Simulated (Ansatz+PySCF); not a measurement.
**triplet LiHO₂: levels of theory in one basis**

```xyz
4

O     0.0000    0.0000   -0.8912
O     0.0000    0.0000    0.8912
Li   30.0000    0.0000   -0.8788
H    30.0000    0.0000    2.6364
```

Basis set: 6-31G (spherical functions). Correlated methods keep 2 orbitals frozen. Correlation on ROHF uses semicanonical orbitals with singles. Charge 0, multiplicity 3.

Computed with Ansatz (development build ahead of 0.2.0) and PySCF 2.14.0; each method stands on the lowest determinant of its kind that the runs found. NEVPT2 correlates all electrons. Active spaces start from the frontier orbitals, and the lowest solution found is given.

| method | E − E(ROHF) (eV) | <S²> of the determinant |
| --- | --- | --- |
| ROHF | 0.00 | 2.00 |
| UHF | -3.74 | 3.80 |
| ROHF-MP2 | -4.60 | – |
| ROHF-CCSD(T) | -10.00 | – |
| UHF-CCSD(T) | -8.10 | 3.80 |
| CASSCF(4,4) | -1.55 | – |
| CASSCF(6,6) | -4.49 | – |
| SC-NEVPT2(4,4) | -5.53 | – |

(1) What does UHF-MP2 give on the same scale?

(2) Is a single determinant a sound starting point here?

Results:

(1) -6.82 eV.

(2) It is doubtful. Unrestricted orbitals lower Hartree–Fock by 3.74 eV and <S²> is 3.80 where a pure state has 2.00, a sign of strong static correlation. The CASSCF(4,4) natural occupations are 1.50, 1.00, 1.00, 0.50. The CASSCF(6,6) natural occupations are 1.67, 1.37, 1.00, 1.00, 0.63, 0.32.

Caution for ROHF, ROHF-MP2, ROHF-CCSD(T): an unrestricted determinant lies well below. Caution for UHF, UHF-MP2, UHF-CCSD(T): the unrestricted determinant is a mixture of spin states. Caution for ROHF-MP2, UHF-MP2, ROHF-CCSD(T), UHF-CCSD(T): large amplitudes, a single reference is doubtful; a plain start can end on a higher determinant. Caution for ROHF-MP2, UHF-MP2: forces differ strongly between restricted and unrestricted references. Caution for ROHF-MP2, UHF-CCSD(T): another reference gives a lower total. Caution for UHF-CCSD(T): the program finds a lower state of this spin; the program doubts this total. Caution for CASSCF(4,4), CASSCF(6,6), SC-NEVPT2(4,4): other starts end on other solutions of this active space.
